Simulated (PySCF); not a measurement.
# Splitting trees

Geometry (Å), atoms numbered from 1 in this order:
```xyz
10

C    -1.2201   -0.1089    0.2327
C     0.0609   -0.7545   -0.1571
C     1.2497   -0.1447   -0.2116
F     2.3569   -0.7928   -0.5708
C     1.4611    1.2380    0.1014
N     1.6208    2.3579    0.3541
H    -1.9459   -0.1604   -0.5951
H    -1.0873    0.9460    0.5104
H    -1.6745   -0.6386    1.0853
H     0.0586   -1.8154   -0.4283
```

Computed data (PySCF 2.14): geometry: PBE0-D3(BJ)/def2-SVP, shielding tensors at PBE/pcSseg-2 (GIAO), B3LYP/pcJ-1 coupling constants (spin–dipole term only in couplings to heteroatoms). Equivalent nuclei averaged, no solvent model, one computed conformer, relativity neglected.

δ = σ(ref) − σ, references computed at the same level: ¹H (σref 31.18) and ¹³C (σref 179.39) vs TMS; ¹⁹F (σref 142.93) vs CFCl3.

Spectrometer: 400 MHz for ¹H. First-order analysis; couplings under 1 Hz (under 4 Hz in carbon signals) are ignored, and nearly equal couplings are merged; the smaller ones broaden or split the lines further.

(1) What pattern does H7/H8/H9 show (¹H)?

(2) What pattern does F4 show (¹⁹F)?

(3) What pattern does C5 show in the proton-coupled ¹³C spectrum?

(4) What pattern does C2 show in the proton-coupled ¹³C spectrum?

## Answers

(1) A doublet of doublets at δ 1.99: 9.1 Hz to H10 (1 × ¹H, 3 bonds away), 4.5 Hz to F4 (1 × ¹⁹F, 4 bonds away). Lines in Hz from the centre (relative intensity): +6.8 (1), +2.3 (1), -2.3 (1), -6.8 (1). The outer lines are 13.6 Hz apart, the sum of the couplings kept, or 0.034 ppm at this field.

(2) A doublet of quartets at δ -133.8: 11.6 Hz to H10 (1 × ¹H, 3 bonds away), 4.5 Hz to H7/H8/H9 (3 × ¹H, 4 bonds away). Lines in Hz from the centre (relative intensity): +12.6 (1), +8.1 (3), +3.5 (3), +0.9 (1), -0.9 (1), -3.5 (3), -8.1 (3), -12.6 (1). The outer lines are 25.1 Hz apart, the sum of the couplings kept, or 0.067 ppm at this field.

(3) A doublet of doublets at δ 118.3: 46.3 Hz to F4 (1 × ¹⁹F, 2 bonds away), 10.4 Hz to H10 (1 × ¹H, 3 bonds away). Lines in Hz from the centre (relative intensity): +28.4 (1), +17.9 (1), -17.9 (1), -28.4 (1). The outer lines are 56.7 Hz apart, the sum of the couplings kept, or 0.564 ppm at this field.

(4) A doublet of doublets of quartets at δ 131.9: 165.2 Hz to H10 (1 × ¹H, 1 bond away), 21.3 Hz to F4 (1 × ¹⁹F, 2 bonds away), 7.5 Hz to H7/H8/H9 (3 × ¹H, 2 bonds away). Lines in Hz from the centre (relative intensity): +104.5 (1), +97.0 (3), +89.5 (3), +83.2 (1), +82.0 (1), +75.7 (3), +68.2 (3), +60.7 (1), -60.7 (1), -68.2 (3), -75.7 (3), -82.0 (1), -83.2 (1), -89.5 (3), -97.0 (3), -104.5 (1). The outer lines are 209.0 Hz apart, the sum of the couplings kept, or 2.078 ppm at this field.

Unscaled 3J(H,H) at this level run about 10 % above measured values.
